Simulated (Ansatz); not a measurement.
**C3H6 (SMILES C1CC1): a relaxed scan of the bond length C3–H8**

One table from this session's results is given with a row withheld; the runs are named, their logs left out.

The runs use Ansatz 0.2.0, Gaussian basis; single points in def2-TZVPP.

Levels: PBE-D4, r2SCAN-D4, PBE0-D4, B3LYP-D4, wB97M-V, Hartree-Fock, MP2, CCSD, CCSD(T). The scan takes 0.953, 0.991, 1.046, 1.110, 1.182, 1.259, 1.340, 1.426, 1.516 Å.

Cores are frozen in the correlated methods. B3LYP uses VWN-RPA correlation.

19 further runs of the same task are left out: 19 set aside as unsound or not needed.

### Starting geometry

The minimum, relaxed at PBE0-D4: 9 atoms, charge 0, spin multiplicity 1.

Atoms are counted from 1 here; the program's logs count them from 0.

Bond lengths: C1–C2 1.497 Å, C1–C3 1.497 Å, C1–H4 1.083 Å, C1–H5 1.083 Å, C2–C3 1.497 Å, C2–H6 1.083 Å, C2–H7 1.083 Å, C3–H8 1.083 Å, C3–H9 1.083 Å. Angles: C2–C1–C3 60.0°, C2–C1–H4 118.0°, C2–C1–H5 118.0°, C3–C1–H4 118.0°, C3–C1–H5 118.0°, H4–C1–H5 114.3°, C1–C2–C3 60.0°, C1–C2–H6 118.0°, C1–C2–H7 118.0°, C3–C2–H6 118.0°, C3–C2–H7 118.0°, H6–C2–H7 114.3°, C1–C3–C2 60.0°, C1–C3–H8 118.0°, C1–C3–H9 118.0°, C2–C3–H8 118.0°, C2–C3–H9 118.0°, H8–C3–H9 114.3°.

As a file:

```xyz
9
C3H6
C    -0.5179    0.0193   -0.6860
C     0.7321    0.4696    0.0039
C    -0.1847   -0.5043    0.6764
H    -1.3334    0.7262   -0.7738
H    -0.4198   -0.6544   -1.5280
H     0.7661    1.4827    0.3849
H     1.6798    0.1020   -0.3691
H     0.1400   -1.5339    0.7603
H    -0.7737   -0.1534    1.5145
```

Energies of the minimum (eV), from earlier single points: PBE-D4 -3204.79965, r2SCAN-D4 -3207.21413, PBE0-D4 -3205.38706, B3LYP-D4 -3209.64542, wB97M-V -3207.36321, CCSD(T) -3202.03044.

At the minimum the bond length C3–H8 is 1.083 Å.

Set-up of the first run:

The input, relax/in.yaml:

```yaml
crystal:
  periodic: [false, false, false]
  atoms:
    - {symbol: C, position_ang: [-0.517886, 0.019268, -0.685966]}
    - {symbol: C, position_ang: [0.732078, 0.469627, 0.003934]}
    - {symbol: C, position_ang: [-0.184666, -0.504328, 0.676392]}
    - {symbol: H, position_ang: [-1.333372, 0.726231, -0.773794]}
    - {symbol: H, position_ang: [-0.419802, -0.654442, -1.527997]}
    - {symbol: H, position_ang: [0.766123, 1.482662, 0.384892]}
    - {symbol: H, position_ang: [1.679807, 0.101970, -0.369115]}
    - {symbol: H, position_ang: [0.101084, -1.410477, 0.750221]}
    - {symbol: H, position_ang: [-0.773698, -0.153357, 1.514475]}
basis:
  gaussian: {orbitals: def2-TZVP}
hamiltonian: {xc: pbe0, dispersion: d4}
relax: {f_tol: 0.005, max_steps: 200, constraints: [{distance: [2, 7]}]}
```

No record of the launch command was kept for these runs.

Steps of the session up to this table: C3–H8 = 0.953 Å; C3–H8 = 0.991 Å; C3–H8 = 1.046 Å; C3–H8 = 1.110 Å; C3–H8 = 1.182 Å; C3–H8 = 1.259 Å; C3–H8 = 1.340 Å; C3–H8 = 1.426 Å; C3–H8 = 1.516 Å.

One table of the session follows, with a row left open; its other results are not shown here.

Energies less that of the minimum at the same level (eV):

| bond length (Å) | PBE-D4 | PBE0-D4 | B3LYP-D4 | wB97M-V | Hartree-Fock |
| --- | --- | --- | --- | --- | --- |
| 0.953 | 0.404 | 0.377 | 0.365 | 0.364 | 0.341 |
| 0.991 | 0.194 | 0.173 | 0.167 | 0.165 | 0.146 |
| 1.046 | ? | ? | ? | ? | ? |
| 1.083 (minimum) | 0.000 | 0.000 | 0.000 | 0.000 | 0.000 |
| 1.110 | 0.006 | 0.013 | 0.014 | 0.015 | 0.022 |
| 1.182 | 0.118 | 0.144 | 0.144 | 0.150 | 0.180 |
| 1.259 | 0.346 | 0.394 | 0.391 | 0.403 | 0.461 |
| 1.340 | 0.656 | 0.729 | 0.718 | 0.741 | 0.833 |
| 1.426 | 1.020 | 1.124 | 1.097 | 1.144 | 1.273 |
| 1.516 | 1.418 | 1.555 | 1.510 | 1.583 | 1.753 |

Q: Estimate the row for bond length (Å) = 1.046 from the others.

**Answer.** PBE-D4: 0.033; PBE0-D4: 0.024; B3LYP-D4: 0.022; wB97M-V: 0.021; Hartree-Fock: 0.013.

Limits of these values: A polynomial through the near points puts the CCSD(T) minimum 0.002 Å below the PBE0-D4 value.
